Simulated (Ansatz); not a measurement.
The cell was built from the bcc type and relaxed in the same program, and has space group Im-3m; it needn't be a known or the stable phase.

Mo: DFT, PBE, PAW with Ansatz's default frozen-core files, scalar-relativistic (Ansatz 0.2.0).

Command: `ansatz run input.yaml --threads 1 --pin off --max-ram 2048MiB --backend cpu --events-out ev --progress --plain --runs-dir out` The run took about 8.4 s on 1 thread of a shared machine.

```yaml
crystal:
  lattice:
    - [-1.5800170238, 1.5800170238, 1.5800170238]
    - [1.5800170238, -1.5800170238, 1.5800170238]
    - [1.5800170238, 1.5800170238, -1.5800170238]
  atoms:
    - { symbol: Mo, position: [0.0, 0.0, 0.0] }
kpoints:
  mp_grid: { grid: [16, 16, 16] }
  band_path:
    path:
      - [0.0, 0.0, 0.0]
      - [0.5, -0.5, 0.5]
      - [0.0, 0.0, 0.5]
      - [0.0, 0.0, 0.0]
      - [0.25, 0.25, 0.25]
      - [0.5, -0.5, 0.5]
      - [0.25, 0.25, 0.25]
      - [0.0, 0.0, 0.5]
    npoints: 8
scf:
  occupations: { method: fermi_dirac, width: 0.03 }
hamiltonian:
  xc: pbe
  pseudopotentials: { kind: paw }
output:
  forces: true
  stress: true
  eigenvalues: true
  efg: { contact_densities: true }
  populations: true
  bader: true
  dos: { projected: true, de: 0.2, e_range: [-14, 8] }
  write_density: true
  write_potential: true
  elf: true
  volumetric_format: npy
```

Output:

```
Mo: output.efg is read without spin–orbit coupling, which moves field gradients at and beside such atoms by some per cent and up to a factor of two; PAW files take it under magnetization.noncollinear and magnetization.spin_orbit
Engine: ansatz 0.2.0
Pseudopotentials: kind: paw
Pseudopotential: Mo, paw, valence charge 14, recommended cutoff 420 eV (normal)
Functional definition: PBE
  parameter kappa = 0.804
  parameter beta = 0.06672455060314922
  exchange = pbe_x(kappa = kappa, mu = beta*pi^2/3)
  correlation = pbe_c(beta = beta)
Crystal: 1 atoms, lattice volume = 15.778 Å³
Basis set: ecut = 420 eV, 321 PW (Γ), exchange–correlation on 40×40×40 points (8 copies of the dense FFT grid, shifted against one another)
Bands: 11, of which v1, the nominal top of the filled ones, is band 7 counted from 1 (6 counted from 0)
Symmetry: 48 space group operations
Space group: Im-3m (ITA 229), of the structure as read, at distance tolerance 2.5e-5 Å
k-points: 145 of 4096
Non-local potential: Mo, projectors of the file, l = 0: 3, l = 1: 2, l = 2: 2, l = 3: 1
PAW form: soft (Blöchl's): semilocal exchange-correlation on the pseudo side does not see the compensation charge
PAW one-centre angular grid: Mo, 590 points (default); XC on 64 Gauss nodes
Initial density: superposition of atomic densities (neutral atoms: chi_scale 0, normalization atom), corrected by the library's trained network
Initial wavefunctions: pseudopotential atomic-orbital guess
Functional: x = pbe(κ = 0.804, μ = 0.2195149727645171), c = pbe(β = 0.06672455060314922)
SCF iter   1: F=—  HF=-4956.027273 eV  |F-HF|=—  |Δ(HF+E_count)|=         —  Δρ=1.89e-3  dr2=2.82e-4  ethr=1.77e-3  ⟨swp⟩=5.3  Hψ=9496  notcnv=0
preconditioner: auto → none  [metal: Δε(μ)=0.051 eV  Ē_g=8.255 eV  σ=0.030 eV  W_gap=0.38  n_scr=0 (ndim 8)  ℏωp=22.9 eV  f_vac=0.000  D(μ)=0.36/eV (n_scr^D=0)]
SCF iter   2: F=—  HF=-4956.027310 eV  |F-HF|=—  |Δ(HF+E_count)|=   3.74e-5  Δρ=9.85e-4  dr2=5.55e-5  ethr=2.02e-6  ⟨swp⟩=2.5  Hψ=3912  notcnv=0
SCF iter   3: F=—  HF=-4956.027335 eV  |F-HF|=—  |Δ(HF+E_count)|=   2.45e-5  Δρ=2.31e-4  dr2=6.44e-6  ethr=3.96e-7  ⟨swp⟩=2.5  Hψ=2580  notcnv=0
SCF iter   4: F=—  HF=-4956.027334 eV  |F-HF|=—  |Δ(HF+E_count)|=   5.10e-7  Δρ=5.83e-5  dr2=1.94e-7  ethr=4.60e-8  ⟨swp⟩=2.2  Hψ=2069  notcnv=0
iter 5 did not close the SCF: its close was put off for the readings that it lacked (scf_convergence_deferred on its scf_iter line)
SCF iter   5: F=-4956.027334 eV  HF=-4956.027334 eV  |F-HF|=1.22e-9  |Δ(HF+E_count)|=   2.60e-8  Δρ=1.17e-5  dr2=7.39e-9  ethr=1.39e-9  ⟨swp⟩=2.1  Hψ=2589  notcnv=0
SCF iter   6: F=-4956.027334 eV  HF=-4956.027334 eV  |F-HF|=6.01e-10  |Δ(HF+E_count)|=   1.08e-9  Δρ=4.49e-6  dr2=9.81e-10  ethr=5.28e-11  ⟨swp⟩=4.1  Hψ=7738  notcnv=0
SCF 1 converged in 6 iterations: F = -4956.027334 eV  dr2 = 9.81e-10
  greatest PAW one-centre occupation: 0.998 electrons in one spin orbital (limit 2), on the Mo atom at site 0 (counted from 0), in its partial waves of l = 0
NSCF: frozen V_eff on 57 k-points
SCF converged after 6 iterations
Free energy (F): -4956.027334 eV
Harris-Foulkes:  -4956.027334 eV  (|F-HF|=6.01e-10)
Internal energy: -4956.026189 eV  (E = F + TS)
E sigma→0 (E₀):  -4956.026762 eV
Entropy (-TS):   -0.001145 eV (-1.145 meV/atom)
Fermi energy:    20.879696 eV
--- Per-component energies (eV) ---
  E_band       = -57.837350
  E_kinetic    = 440.675798
  E_local      = -790.631470  (includes V_loc(G=0)·N_el)
  E_nonlocal   = 142.569030
  E_hartree    = 261.210607
  E_xc         = -183.503616
  E_vxc        = -229.028741  (∫ρ·V_xc dr)
  E_paw        = -3201.186936  (= ΣΔE_a)
  E_vpaw       = -143.842576  (= ΣTr[D̂ρ^β])
  E_aug_tail   = 0.000042  (compensation charges beyond the density's cutoff)
  E_ewald      = -1625.159643
  E_smearing   = -0.001145  (= −TS)
  E_closure    = 0.000000  (closes the sum)
  Σ components = -4956.027334   (vs F -4956.027334, Δ=0.00e0)
--- Forces (eV/Å), atoms counted from 1 ---
  atom   1  Mo    -0.00000000     0.00000000     0.00000000
  max |Σ_I F_I| component: 9.35e-32 eV/Å
--- Stress (GPa, compression-positive) ---
       -0.000445      -0.000000      -0.000000
       -0.000000      -0.000445       0.000000
        0.000000       0.000000      -0.000445
  P = ⅓ Tr σ = -0.0004 GPa (-0.004 kbar)
--- PAW observables at the nuclei: V_zz in 10²¹ V/m², potentials from the cell's mean, atoms counted from 1 ---
  atom   1  Mo V_zz =    +0.000000   η = 0.0000   by run symmetry: forbidden
            electrostatic potential = -6362.639488 V   contact ρ = 595276.446510 e/Å³
--- Band table (eV; the first three rows and the last of 145) ---
  k-point 0: bands = ["-40.3958", "-13.6770", "-13.6770", "-13.6770", "13.6813", "19.5363", "19.5363", "19.5363", "22.5242", "22.5242", "35.5587"]
  k-point 1: bands = ["-40.3863", "-13.7324", "-13.6941", "-13.6773", "13.8524", "19.4402", "19.5206", "19.6966", "22.3833", "22.5270", "35.6846"]
  k-point 2: bands = ["-40.3591", "-13.8884", "-13.7425", "-13.6785", "14.3340", "19.1783", "19.4479", "20.1691", "22.0983", "22.5432", "35.9614"]
  k-point 144: bands = ["-39.9616", "-14.6151", "-14.6151", "-14.6151", "15.5163", "15.5163", "24.8069", "24.8069", "24.8069", "29.8577", "29.8577"]
--- Löwdin populations: 1 site ---
  site symbol       q [e]
     0     Mo     13.9221
  spilling = 0.005562 (of n_electrons = 14.000000)
--- Bader charges: 1 site ---
  site symbol  charge [e]  shift [e]
     0     Mo      0.0000     0.0000
  estimated error of the sums over rays = 4.1e-7 e
```

populations.tsv:

```
# site	symbol	l	j	q
# orbitals = lowdin
# n_electrons = 14.000000
# spilling = 0.005562
0	Mo	0_4S	-	1.944707
0	Mo	0_5S	-	0.748187
0	Mo	1_4P	-	5.985449
0	Mo	2_4D	-	5.243793
```

bader_charges.tsv:

```
# site	symbol	x_ang	y_ang	z_ang	partial_charge_e	electrons	volume_ang3	relative_density_drop	shared_charge_e	partial_wave_shift_e
# quadrature_error_electrons = 4.1e-7
0	Mo	0.0000	0.0000	0.0000	0.00000	42.00000	15.78	-	0.00000	0.00000
```
